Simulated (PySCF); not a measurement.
allene (C₃H₄), SMILES C(=C)=C.

The structure is a stationary point at PBE-D3(BJ)/def2-TZVP.

These are PBE-D3(BJ)/def2-TZVP (PySCF) values and carry that method's errors.

Harmonic, unscaled wavenumbers; measured fundamentals usually lie a few per cent lower.

Modes within 1.5 cm⁻¹ of each other (mostly degenerate sets) share a row, with their intensities summed.

```
mode   ν (cm⁻¹)  IR (km/mol)  moving atoms (share of kinetic energy)
-----  --------  -----------  --------------------------------------
1–2         360         13.9                          C 65 %, H 35 %
3–4         820        114.2                          H 75 %, C 25 %
5           859          0.0                                 H 100 %
6–7         976          0.8                          H 62 %, C 38 %
8          1087          0.0                          C 62 %, H 38 %
9          1371          5.9                                  H 93 %
10         1428          0.0                          H 67 %, C 33 %
11         2001         80.9                                  C 98 %
12         3058          1.5                                  H 95 %
13         3062          0.0                                  H 95 %
14–15      3133          1.0                          H 90 %, C 10 %
```
